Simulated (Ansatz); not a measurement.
C₂H₈N₂ (`CN(C)N`). Charge 0, multiplicity 1. The structure was optimised at the PBE0-D4/def2-TZVP level. It is a higher conformer; a search finds a lower one.

```xyz
12

C     0.893    0.596    0.742
N     0.242   -0.396   -0.082
C    -1.135   -0.561    0.321
N     0.226    0.126   -1.436
H     1.937    0.703    0.438
H     0.406    1.583    0.672
H     0.879    0.260    1.780
H    -1.163   -0.908    1.355
H    -1.614   -1.322   -0.302
H    -1.712    0.374    0.234
H     1.203    0.169   -1.717
H    -0.161   -0.624   -2.005
```

What is the dipole moment at ωB97M-V/def2-TZVPP? (Best estimate.)

Ansatz gave: 0.56 D, with components (0.29, -0.48, 0.00) D in this frame, pointing from negative to positive charge.

And with PBE, r2SCAN, B3LYP? (An estimate is asked.)

The calculation gave: PBE 0.63 D, r2SCAN 0.62 D, B3LYP 0.59 D.

Give the Mulliken charges with ωB97M-V, PBE, r2SCAN in def2-TZVPP. (Estimate.)

The calculation gave: 
```json
{"atom": "C1", "ωB97M-V": "-0.25", "PBE": "-0.18", "r2SCAN": "-0.05"}
{"atom": "N2", "ωB97M-V": "-0.14", "PBE": "-0.10", "r2SCAN": "-0.13"}
{"atom": "C3", "ωB97M-V": "-0.25", "PBE": "-0.18", "r2SCAN": "-0.04"}
{"atom": "N4", "ωB97M-V": "-0.19", "PBE": "-0.25", "r2SCAN": "-0.28"}
{"atom": "H5", "ωB97M-V": "0.10", "PBE": "0.08", "r2SCAN": "0.04"}
{"atom": "H6", "ωB97M-V": "0.11", "PBE": "0.07", "r2SCAN": "0.03"}
{"atom": "H7", "ωB97M-V": "0.10", "PBE": "0.08", "r2SCAN": "0.05"}
{"atom": "H8", "ωB97M-V": "0.10", "PBE": "0.08", "r2SCAN": "0.05"}
{"atom": "H9", "ωB97M-V": "0.10", "PBE": "0.08", "r2SCAN": "0.04"}
{"atom": "H10", "ωB97M-V": "0.11", "PBE": "0.07", "r2SCAN": "0.03"}
{"atom": "H11", "ωB97M-V": "0.10", "PBE": "0.13", "r2SCAN": "0.13"}
{"atom": "H12", "ωB97M-V": "0.10", "PBE": "0.13", "r2SCAN": "0.13"}
```

B3LYP here is the variant with VWN-RPA as its local correlation; programs differ in this.
